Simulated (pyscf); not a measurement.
PySCF, gas phase, ωB97X-D3(BJ)/def2-SVP geometries.

Question: What is the homolytic dissociation enthalpy (298 K, ωB97M-D3(BJ)/def2-TZVP) of the H–P bond of HP=PH (SMILES P=P), to •P=PH + H•?

Answer: H–P to •P=PH + H•: 3.33 eV. The 7 functionals that were run give +3.16 (PBE) to +3.33 eV (ωB97M-D3(BJ)). The radicals are drawn with the spin at the cut bond; how far it spreads was not checked.
